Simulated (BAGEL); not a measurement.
# C3H3NO (SMILES O=C1CC=N1): HF/def2-SVP (density fitting with qzvpp-jkfit)

What is the energy change on altering one bond length of C3H3NO at HF/def2-SVP (density fitting with qzvpp-jkfit)? 

Program for the calculation: BAGEL 1.2.2.

2 further runs of the same task are left out: 1 that didn't finish, 1 set aside as unsound or not needed.

## Step 1: The structure to begin with

The species is C3H3NO (8 atoms), meant as a singlet with charge 0. As SMILES, `O=C1CC=N1`. The shape is that of a GFN2-xTB optimisation.

Bond lengths: O1–C2 1.183 Å, C2–C3 1.546 Å, C3–C4 1.499 Å, C2–N5 1.446 Å, C4–N5 1.287 Å, C3–H6 1.089 Å, C3–H7 1.089 Å, C4–H8 1.077 Å. Some angles: O1–C2–C3 136.5°, O1–C2–N5 132.8°, C3–C2–N5 90.7°, C2–C3–C4 79.4°, C3–C4–N5 99.4°, C2–N5–C4 90.5°, C2–C3–H6 116.0°, C2–C3–H7 115.7°, C4–C3–H6 116.9°, C4–C3–H7 116.6°. A long bond or contact: C2–C4 1.945 Å.

## Step 2: A single-point energy at HF/def2-SVP (density fitting with qzvpp-jkfit)

job.json

```json
{ "bagel" : [

{
  "title" : "molecule",
  "basis" : "svp",
  "df_basis" : "qzvpp-jkfit",
  "angstrom" : true,
  "geometry" : [
    { "atom" : "O", "xyz" : [   -1.310690,    1.755900,   -0.452100 ] },
    { "atom" : "C", "xyz" : [   -0.749400,    0.726560,   -0.295620 ] },
    { "atom" : "C", "xyz" : [    0.574920,    0.258930,    0.350810 ] },
    { "atom" : "C", "xyz" : [    0.031030,   -1.048240,   -0.142430 ] },
    { "atom" : "N", "xyz" : [   -1.068160,   -0.633920,   -0.668540 ] },
    { "atom" : "H", "xyz" : [    1.489090,    0.620860,   -0.117300 ] },
    { "atom" : "H", "xyz" : [    0.642230,    0.382030,    1.430850 ] },
    { "atom" : "H", "xyz" : [    0.390980,   -2.062120,   -0.105670 ] }
  ]
},
{
  "title" : "hf"
},
{
  "title" : "print",
  "file" : "orbitals.molden",
  "orbitals" : true
}

]}
```

On the command line:

```bash
$ BAGEL_NUM_THREADS=1 BAGEL job.json > job.out
```

Output:

```text
* using 1 threads per process

  ===============================================================
  ===============================================================

  *** Geometry ***

  { "atom" : "O", "xyz" : [     -2.476845,      3.318170,     -0.854345 ] },
  { "atom" : "C", "xyz" : [     -1.416161,      1.372999,     -0.558641 ] },
  { "atom" : "C", "xyz" : [      1.086441,      0.489307,      0.662935 ] },
  { "atom" : "C", "xyz" : [      0.058638,     -1.980887,     -0.269154 ] },
  { "atom" : "N", "xyz" : [     -2.018530,     -1.197935,     -1.263358 ] },
  { "atom" : "H", "xyz" : [      2.813972,      1.173255,     -0.221665 ] },
  { "atom" : "H", "xyz" : [      1.213639,      0.721932,      2.703915 ] },
  { "atom" : "H", "xyz" : [      0.738845,     -3.896842,     -0.199687 ] },

  Number of auxiliary basis functions:      433

  Since a DF basis is specified, we compute 2- and 3-index integrals:
    o Being stored without compression. Storage requirement is 0.025 GB

  Number of basis functions:       85
  Number of electrons      :       36

    * METHOD: MOLECULE                             0.20

  *** RHF ***

  === Nuclear Repulsion ===
   155.4231839265

      * DIIS with orbital gradients will be used.

  === RHF iteration (svp) ===
      0       -244.20127885          0.01785476           0.05
      1       -244.33474168          0.01278975           0.05
      2       -244.41199370          0.00222703           0.05
      3       -244.41530662          0.00086265           0.05
      4       -244.41586773          0.00027115           0.05
      5       -244.41596526          0.00015382           0.05
      6       -244.41599354          0.00007670           0.05
      7       -244.41600406          0.00001900           0.05
      8       -244.41600433          0.00001043           0.05
      9       -244.41600440          0.00000263           0.05
     10       -244.41600440          0.00000113           0.05
     11       -244.41600440          0.00000047           0.05
     12       -244.41600440          0.00000026           0.05
     13       -244.41600440          0.00000010           0.05
     14       -244.41600440          0.00000004           0.05
     15       -244.41600440          0.00000002           0.05
     16       -244.41600440          0.00000001           0.05
    * SCF iteration converged.

    * Permanent dipole moment:
           (   -1.551268,     0.901784,    -0.706195) a.u.

    * METHOD: HF                                   1.04

    * METHOD: PRINT                                0.02

  ===============================================================
```

Wall time 1.4 s (1 thread of Arm Neoverse V1, shared host); peak memory 0.11 GiB.

## Step 3: The distorted shape at the same level

job.json

```json
{ "bagel": [

{
  "title": "molecule",
  "basis": "svp",
  "df_basis": "qzvpp-jkfit",
  "angstrom": true,
  "geometry": [
    { "atom": "O", "xyz": [   -1.391465,    1.608175,   -1.748195 ] },
    { "atom": "C", "xyz": [   -0.830175,    0.578835,   -1.591715 ] },
    { "atom": "C", "xyz": [    0.494145,    0.111205,   -0.945285 ] },
    { "atom": "C", "xyz": [   -0.049745,   -1.195965,   -1.438525 ] },
    { "atom": "N", "xyz": [   -1.148935,   -0.781645,   -1.964635 ] },
    { "atom": "H", "xyz": [    1.408315,    0.473135,   -1.413395 ] },
    { "atom": "H", "xyz": [    0.642230,    0.382030,    1.430850 ] },
    { "atom": "H", "xyz": [    0.310205,   -2.209845,   -1.401765 ] }
  ]
},
{ "title": "hf" },
{ "title": "print", "file": "orbitals.molden", "orbitals": true }

]}
```

On the command line:

```bash
$ BAGEL_NUM_THREADS=1 BAGEL job.json > job.out
```

Output:

```text
* using 1 threads per process

  ===============================================================
  ===============================================================

  *** Geometry ***

  { "atom" : "O", "xyz" : [     -2.629488,      3.039010,     -3.303610 ] },
  { "atom" : "C", "xyz" : [     -1.568803,      1.093840,     -3.007905 ] },
  { "atom" : "C", "xyz" : [      0.933799,      0.210147,     -1.786330 ] },
  { "atom" : "C", "xyz" : [     -0.094004,     -2.260046,     -2.718418 ] },
  { "atom" : "N", "xyz" : [     -2.171172,     -1.477095,     -3.712622 ] },
  { "atom" : "H", "xyz" : [      2.661330,      0.894096,     -2.670929 ] },
  { "atom" : "H", "xyz" : [      1.213639,      0.721932,      2.703915 ] },
  { "atom" : "H", "xyz" : [      0.586202,     -4.176002,     -2.648952 ] },

  Number of auxiliary basis functions:      433

  Since a DF basis is specified, we compute 2- and 3-index integrals:
    o Being stored without compression. Storage requirement is 0.025 GB

  Number of basis functions:       85
  Number of electrons      :       36

    * METHOD: MOLECULE                             0.22

  *** RHF ***

  === Nuclear Repulsion ===
   152.0288544294

      * DIIS with orbital gradients will be used.

  === RHF iteration (svp) ===
      0       -243.93400886          0.01833514           0.05
      1       -244.09777072          0.01371654           0.05
      2       -244.20223233          0.00217393           0.05
      3       -244.20735237          0.00114243           0.05
      4       -244.20833519          0.00036080           0.05
      5       -244.20861130          0.00014325           0.05
      6       -244.20865141          0.00007362           0.05
      7       -244.20865859          0.00002859           0.06
      8       -244.20865971          0.00001273           0.05
      9       -244.20865992          0.00000477           0.05
     10       -244.20865996          0.00000241           0.05
     11       -244.20865997          0.00000135           0.05
     12       -244.20865997          0.00000060           0.05
     13       -244.20865997          0.00000032           0.05
     14       -244.20865997          0.00000015           0.05
     15       -244.20865997          0.00000007           0.05
     16       -244.20865997          0.00000003           0.05
     17       -244.20865997          0.00000002           0.05
     18       -244.20865997          0.00000001           0.05
     19       -244.20865997          0.00000001           0.05
    * SCF iteration converged.

    * Permanent dipole moment:
           (   -1.337331,     1.035916,    -0.073193) a.u.

    * METHOD: HF                                   1.17

    * METHOD: PRINT                                0.02

  ===============================================================
```

Wall time 1.5 s (1 thread of Arm Neoverse V1, shared host); peak memory 0.11 GiB.

## Step 4: Outcome

At HF/def2-SVP (density fitting with qzvpp-jkfit):

| quantity | value |
| --- | --- |
| first shape: total energy | -244.41600 Eh |
| first shape: dipole moment | 4.90 D |
| first shape: HOMO energy | -11.43 eV |
| first shape: LUMO energy | 2.43 eV |
| first shape: HOMO–LUMO gap | 13.87 eV |
| distorted shape: total energy | -244.20866 Eh |
| distorted shape: dipole moment | 4.30 D |
| distorted shape: HOMO energy | -9.73 eV |
| distorted shape: LUMO energy | -0.84 eV |
| distorted shape: HOMO–LUMO gap | 8.89 eV |
| energy change with the C3–H7 bond stretched from 1.089 to 2.396 Å | 5.642 eV |

One bond (distorted shape) is far stretched, which a spin-restricted single reference describes badly; a broken-symmetry solution may lie lower. With the C3–H7 bond stretched from 1.089 to 2.396 Å the energy rises by 5.64 eV (544 kJ/mol). The first shape isn't relaxed at this level, so the change isn't measured from a minimum. A restricted reference can't describe the breaking bond well at this length.
